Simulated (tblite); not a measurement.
Species: C4H9NP (charge +1).
Bonds: C1–P2, P2–C3, P2–C4, C4–C5, C5–N6 (triple). Hydrogens: H7, H8, H9 on C1; H10 on P2; H11, H12, H13 on C3; H14, H15 on C4.
Bond orders are those of one Lewis drawing.

Computed with GFN2-xTB (tblite), gas phase: L-BFGS steps from a force-field or distance-geometry start until the largest atomic force falls under 0.01 eV/Å.

Step 36: E = -493.0246 eV
```
atom  x, y, z in Å  |  force x, y, z in eV/Å
C1      0.3194    1.5870    0.2767   -0.010   0.026   0.060
P2     -0.2609    0.0310   -0.4224   -0.222   0.141   0.016
C3     -1.9738   -0.2930    0.0550   -0.110  -0.027   0.023
C4      0.8820   -1.2977    0.0820    0.009   0.029  -0.010
C5      2.2004   -0.7746   -0.2177    0.092   0.056  -0.023
N6      3.1917   -0.2751   -0.4777   -0.020  -0.116   0.037
H7     -0.4794    2.3308    0.2889    0.024  -0.055  -0.052
H8      1.1635    1.9771   -0.2931    0.021  -0.035  -0.008
H9      0.6499    1.4060    1.3015   -0.013   0.058   0.044
H10    -0.1795    0.0934   -1.7926   -0.017   0.061  -0.121
H11    -1.9881   -0.7114    1.0636   -0.048  -0.019  -0.018
H12    -2.4701   -0.9815   -0.6338    0.161  -0.034   0.083
H13    -2.5482    0.6383    0.0613    0.140  -0.045  -0.033
H14     0.7096   -2.2260   -0.4670   -0.048  -0.051  -0.072
H15     0.7791   -1.4962    1.1531    0.042   0.010   0.074
```

Step 37: E = -493.0284 eV
```
atom  x, y, z in Å  |  force x, y, z in eV/Å
C1      0.3200    1.5939    0.2771   -0.003   0.018   0.031
P2     -0.2597    0.0372   -0.4234   -0.195   0.118   0.019
C3     -1.9697   -0.2973    0.0581   -0.088  -0.033   0.005
C4      0.8759   -1.3009    0.0798   -0.006   0.054  -0.022
C5      2.1966   -0.7846   -0.2166    0.107   0.089  -0.027
N6      3.1874   -0.2805   -0.4698   -0.006  -0.126   0.028
H7     -0.4779    2.3391    0.2842    0.022  -0.068  -0.041
H8      1.1629    1.9816   -0.2966    0.027  -0.035   0.002
H9      0.6521    1.4177    1.3022   -0.021   0.051   0.036
H10    -0.1741    0.1048   -1.7959   -0.035   0.051  -0.060
H11    -1.9805   -0.7189    1.0657   -0.039  -0.012  -0.029
H12    -2.4563   -0.9900   -0.6331    0.133  -0.031   0.083
H13    -2.5513    0.6285    0.0664    0.125  -0.033  -0.037
H14     0.6962   -2.2266   -0.4719   -0.046  -0.037  -0.051
H15     0.7741   -1.4962    1.1516    0.025  -0.006   0.063
```

Step 38: E = -493.0334 eV
```
atom  x, y, z in Å  |  force x, y, z in eV/Å
C1      0.3206    1.6011    0.2791    0.035   0.011   0.002
P2     -0.2616    0.0455   -0.4243   -0.072   0.046   0.032
C3     -1.9666   -0.3025    0.0636   -0.030  -0.025   0.008
C4      0.8692   -1.3056    0.0734   -0.020   0.081  -0.015
C5      2.1943   -0.7976   -0.2200   -0.026   0.062  -0.001
N6      3.1847   -0.2875   -0.4583    0.101  -0.092  -0.014
H7     -0.4754    2.3481    0.2738    0.014  -0.063  -0.019
H8      1.1653    1.9834   -0.2978    0.014  -0.045   0.032
H9      0.6507    1.4335    1.3073   -0.045   0.043  -0.009
H10    -0.1717    0.1257   -1.8007   -0.066   0.027   0.040
H11    -1.9778   -0.7245    1.0719   -0.014   0.006  -0.056
H12    -2.4325   -1.0037   -0.6302    0.049  -0.053   0.058
H13    -2.5558    0.6171    0.0677    0.086  -0.022  -0.044
H14     0.6775   -2.2326   -0.4775   -0.024   0.045   0.005
H15     0.7747   -1.4925    1.1499   -0.005  -0.022  -0.019
```

**Question.** Estimate the geometry and energy of step 39. (The exact step hangs on the optimiser's Hessian estimate; all steps are aligned on step 38, rigid shifts and turns removed.)

**Answer.** E = -493.0356 eV, largest force 0.135 eV/Å
```
atom  x, y, z in Å  |  force x, y, z in eV/Å
C1      0.3215    1.6001    0.2824    0.040   0.023  -0.002
P2     -0.2641    0.0474   -0.4235    0.016   0.007   0.030
C3     -1.9672   -0.3029    0.0654   -0.006  -0.028   0.002
C4      0.8680   -1.3066    0.0704   -0.014   0.078  -0.008
C5      2.1931   -0.7983   -0.2258   -0.022   0.075  -0.009
N6      3.1821   -0.2843   -0.4629    0.066  -0.117  -0.009
H7     -0.4719    2.3497    0.2651    0.018  -0.054  -0.008
H8      1.1733    1.9767   -0.2891    0.000  -0.052   0.044
H9      0.6415    1.4356    1.3150   -0.054   0.041  -0.030
H10    -0.1719    0.1327   -1.8009   -0.079   0.021   0.069
H11    -1.9811   -0.7166    1.0768   -0.006   0.010  -0.050
H12    -2.4225   -1.0136   -0.6246    0.011  -0.058   0.045
H13    -2.5573    0.6153    0.0580    0.056  -0.016  -0.044
H14     0.6724   -2.2362   -0.4771   -0.011   0.087   0.020
H15     0.7797   -1.4910    1.1490   -0.015  -0.018  -0.050
```

The energy changes by -0.0022 eV. The first-order estimate −F·Δx gives -0.0027 eV and the mean of the old and new forces, exact on a quadratic surface, -0.0022 eV. The step makes an angle of 74° with the force vector and moves no atom by more than 0.015 Å.
